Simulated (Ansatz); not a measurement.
Compare A (`NC1=C(O)C1`) with its isomer B (`N/C=C1/CO1`).

Isolated molecules relaxed with PBE0-D4/def2-TZVP in Ansatz; ΔE leaves out vibrations. CBS: MP2 limit from def2 TZ/QZ plus the TZ coupled-cluster correction, frozen cores. DFT in def2-TZVPP. B3LYP here is the variant with VWN-RPA as its local correlation; programs differ in this. One conformer a species, not always the lowest.

Question: Which isomer does CCSD(T)/CBS put lower? Give the gap. (Estimate.)

Answer: The calculation gave: B, by 40.3 kJ/mol.

Question: Give E(B) − E(A) in kJ/mol with B3LYP, CCSD(T)/def2-SVP, MP2/def2-TZVPP, r2SCAN-D4, PBE0-D4, ωB97M-V, PBE-D4. (Best estimate.)

Answer: Ansatz gave: B3LYP -43.1, CCSD(T)/def2-SVP -33.2, MP2/def2-TZVPP -32.8, r2SCAN-D4 -43.2, PBE0-D4 -34.5, ωB97M-V -40.0, PBE-D4 -38.7. None reverses the order clearly.

Question: Does the order hold for the free energy at 298.15 K (harmonic terms from PBE0-D4)? (An estimate is asked.)

Answer: Ansatz gave: Yes: G(B) − G(A) = -37.3 kJ/mol, for one conformer each.

Largest T1 diagnostic: 0.013.

From r2SCAN to r2SCAN0 (25 % exact exchange), in def2-TZVPP and without D4, E(B) − E(A) moves by +6.4 kJ/mol. At CCSD(T), def2-SVP lies +7.1 kJ/mol from the extrapolated value and def2-TZVPP −1.2 kJ/mol.
